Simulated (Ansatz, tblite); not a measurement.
Cost and result up the ladder for the cluster P2S2⁻ (4 atoms). The state is a doublet with charge -1. Geometry: PBE0-D4/def2-TZVPD.

```xyz
4

P     1.454    0.657   -0.208
P    -0.737    0.539    0.091
S     0.785   -0.484    1.382
S    -1.502   -0.711   -1.265
```

Ansatz on 4 threads of AMD EPYC 7R43 on a shared host; xTB runs through tblite on one thread. Times are rough, summed over both states, and most runs start from the orbitals of an earlier one. PBE0-D4/def2-TZVPD serves as the yardstick here, not as an exact answer. The other state is a triplet.

The xTB rows come from tblite. The order of the spin states hangs on the level: the singlet lies 0.23 eV below the triplet at PBE-D4/def2-TZVPD, but 0.03 eV above it at PBE0-D4/def2-TZVPD. The singlet is doubtful at PBE0-D4/def2-TZVPD (restricted singlet with a triplet 0.03 eV lower at the same geometry). The structure comes from a short search, and lower isomers may exist.

Raw xTB energies of ions are shifted by several eV, and xTB has no spin-polarisation term.

```tsv
level	functions	wall time
GFN1-xTB	36	0.012 s
GFN2-xTB	36	0.013 s
PBE-D4/def2-TZVPD	178	4.3 s
PBE0-D4/def2-TZVPD	178	9.1 s
r2SCAN-D4/def2-TZVPD (with forces)	178	9.5 s
```

**Question.** Estimate what each level gives for the vertical IE (eV).

**Answer.** 
| level | vertical IE (eV) | difference from PBE0-D4/def2-TZVPD (eV) | remarks |
| --- | --- | --- | --- |
| GFN1-xTB | 6.87 | 3.79 | – |
| GFN2-xTB | 8.23 | 5.15 | – |
| PBE-D4/def2-TZVPD | 3.02 | -0.05 | lower spin may lie lower (triplet) |
| PBE0-D4/def2-TZVPD | 3.08 | 0.00 | – |
| r2SCAN-D4/def2-TZVPD (with forces) | 3.04 | -0.03 | – |
